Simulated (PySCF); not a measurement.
Geometries of 3 isomers of C3H9N, from PBE0-D3(BJ)/def2-SVP geometry optimisation, gas phase (PySCF 2.14.0). One conformer each, no zero-point energy, no frequencies.

Problem. Which isomer lies lowest at this level?
A.
```xyz
13
angstrom
C      0.257    1.271    0.564
N     -0.127   -0.113    0.493
C      0.976   -0.976    0.163
C     -1.267   -0.326   -0.357
H      0.607    1.684   -0.412
H      1.073    1.403    1.291
H     -0.593    1.885    0.899
H      1.392   -0.792   -0.855
H      0.660   -2.030    0.208
H      1.794   -0.840    0.887
H     -1.077   -0.070   -1.426
H     -1.579   -1.382   -0.318
H     -2.116    0.287   -0.015
```
B.
```xyz
13
angstrom
C     -0.847    1.035    0.388
C     -0.047   -0.026   -0.353
C      1.376   -0.122    0.175
N     -0.703   -1.315   -0.186
H     -0.369    2.023    0.309
H     -0.932    0.766    1.453
H     -1.866    1.122   -0.021
H      0.014    0.287   -1.420
H      1.951   -0.889   -0.368
H      1.366   -0.400    1.241
H      1.907    0.835    0.064
H     -0.205   -2.034   -0.709
H     -1.645   -1.284   -0.573
```
C.
```xyz
13
angstrom
C     -1.774   -0.482   -0.323
C     -0.263   -0.555   -0.225
N      0.303    0.715    0.160
C      1.738    0.714    0.274
H     -2.077    0.308   -1.027
H     -2.199   -1.438   -0.662
H     -2.225   -0.250    0.657
H      0.027   -1.386    0.461
H      0.156   -0.828   -1.211
H     -0.120    1.031    1.031
H      2.093    1.699    0.611
H      2.192    0.526   -0.714
H      2.149   -0.054    0.968
```

Solution. B. That is 2-propanamine (`CC(C)N`), 7.2 kcal/mol below the next.

```csv
SMILES,atoms numbered as above,E (Eh),relative (kcal/mol),relative (kJ/mol),dipole (D)
CC(C)N,[CH3:1][CH:2]([CH3:3])[NH2:4],-174.15610,0.0,0.0,1.28
CCNC,[CH3:1][CH2:2][NH:3][CH3:4],-174.14462,7.2,30.1,0.85
CN(C)C,[CH3:1][N:2]([CH3:3])[CH3:4],-174.13708,11.9,49.9,0.44
```

As drawn, the lowest has an N–H bond, which the highest lacks.
